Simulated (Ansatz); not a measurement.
**B2H, quartet: the ladder up to full CI**

Geometry: a point of a stretch scan, not a stationary point.

```xyz
3

B     0.0000    0.0000   -0.3695
B     0.0000    0.0000   -1.8900
H     0.0000    0.0000    2.2595
```

Basis 6-31G; Ansatz 0.2.0. Correlated methods freeze the noble-gas cores, which leaves 7 electrons in 18 orbitals. R marks a restricted (for open shells ROHF) determinant, U an unrestricted one. Active spaces: valence = (7e, 9o) chosen from the atoms' valence shells; pair = (5e, 5o) about the gap.

Full CI is exact within this basis and frozen core; it isn't the basis-set limit. The frozen core follows each run's orbitals, which can shift R against U totals by a few meV.

Unrestricted rows (U) aren't spin-pure: their determinants' ⟨S²⟩ exceeds S(S+1) by up to 0.91, so they mix in states of higher spin. For open shells CISD and CISDTQ are restricted-active-space CI with the open shells as a complete middle space.

BCCD(T) turns its orbitals far from the restricted determinant (T1 = 0.213 for the singles of that rotation), so its spin and state can't be checked, and it isn't compared.

* UHF ⟨S²⟩: 4.664
* T1 diagnostic (RCCSD): 0.0997
* largest doubles amplitude (RCCSD): 0.426
* T1 diagnostic (UCCSD): 0.0409

```json
{"level": "RHF", "E − E(full CI) (kcal/mol)": "104.24", "share of correlation (%)": "0.00", "wall time": "–"}
{"level": "UHF", "E − E(full CI) (kcal/mol)": "48.75", "share of correlation (%)": "53.24", "wall time": "–"}
{"level": "RMP2", "E − E(full CI) (kcal/mol)": "42.41", "share of correlation (%)": "59.31", "wall time": "–"}
{"level": "UMP2", "E − E(full CI) (kcal/mol)": "17.30", "share of correlation (%)": "83.40", "wall time": "–"}
{"level": "CISD", "E − E(full CI) (kcal/mol)": "14.11", "share of correlation (%)": "86.46", "wall time": "1.4 s"}
{"level": "RCCSD*", "E − E(full CI) (kcal/mol)": "5.83", "share of correlation (%)": "94.41", "wall time": "–"}
{"level": "UCCSD", "E − E(full CI) (kcal/mol)": "4.32", "share of correlation (%)": "95.86", "wall time": "–"}
{"level": "RCCSD(T)*", "E − E(full CI) (kcal/mol)": "1.33", "share of correlation (%)": "98.72", "wall time": "4.6 s"}
{"level": "UCCSD(T)", "E − E(full CI) (kcal/mol)": "2.64", "share of correlation (%)": "97.47", "wall time": "3.2 s"}
{"level": "RCCSDT*", "E − E(full CI) (kcal/mol)": "0.41", "share of correlation (%)": "99.61", "wall time": "–"}
{"level": "UCCSDT", "E − E(full CI) (kcal/mol)": "0.32", "share of correlation (%)": "99.70", "wall time": "–"}
{"level": "CISDTQ", "E − E(full CI) (kcal/mol)": "0.37", "share of correlation (%)": "99.64", "wall time": "18 s"}
{"level": "RCCSDT(Q)*", "E − E(full CI) (kcal/mol)": "0.05", "share of correlation (%)": "99.95", "wall time": "10 s"}
{"level": "UCCSDT(Q)", "E − E(full CI) (kcal/mol)": "0.03", "share of correlation (%)": "99.97", "wall time": "7.5 s"}
{"level": "RCCSDTQ*", "E − E(full CI) (kcal/mol)": "0.03", "share of correlation (%)": "99.97", "wall time": "57 s"}
{"level": "UCCSDTQ", "E − E(full CI) (kcal/mol)": "0.02", "share of correlation (%)": "99.98", "wall time": "49 s"}
{"level": "CASSCF (pair space)", "E − E(full CI) (kcal/mol)": "45.35", "share of correlation (%)": "56.49", "wall time": "–"}
{"level": "NEVPT2 (pair space)", "E − E(full CI) (kcal/mol)": "15.52", "share of correlation (%)": "85.11", "wall time": "1.4 s"}
{"level": "MRCISD (pair space)", "E − E(full CI) (kcal/mol)": "3.49", "share of correlation (%)": "96.65", "wall time": "–"}
{"level": "MRCISD+Q (pair space)", "E − E(full CI) (kcal/mol)": "0.84", "share of correlation (%)": "99.20", "wall time": "2 s"}
{"level": "CASSCF (valence space)", "E − E(full CI) (kcal/mol)": "13.36", "share of correlation (%)": "87.18", "wall time": "–"}
{"level": "NEVPT2 (valence space)", "E − E(full CI) (kcal/mol)": "4.20", "share of correlation (%)": "95.97", "wall time": "6 s"}
{"level": "MRCISD (valence space)", "E − E(full CI) (kcal/mol)": "0.40", "share of correlation (%)": "99.62", "wall time": "–"}
{"level": "MRCISD+Q (valence space)", "E − E(full CI) (kcal/mol)": "0.20", "share of correlation (%)": "99.81", "wall time": "8.5 s"}
```

An asterisk marks runs whose energy the program itself flagged as in doubt.

The correlation energy at full CI, counted from RHF, is -4.520 eV. That run took 15 s on 1 thread of Intel Xeon, shared host over 331,072 determinants.

Run but not shown, since their state, orbitals or frozen core can't be matched to the reference's or they repeat it: BCCD(T).

Times hold each run's SCF and search for its determinant on a shared host, so for small cases they say little of a method's own cost; they ran on 1 thread of Intel Xeon.

The full-CI state has the irrep A2 of C2v, in the program's axes (one component, if the state is degenerate).

Natural occupations of full CI about the gap: 1.952 1.512 0.998 0.976 0.976 0.475 0.037 0.037 0.016 0.006; effectively unpaired electrons, Σ n²(2−n)², 4.09. No single determinant describes this state well, so single-reference rows can miss without a flag.
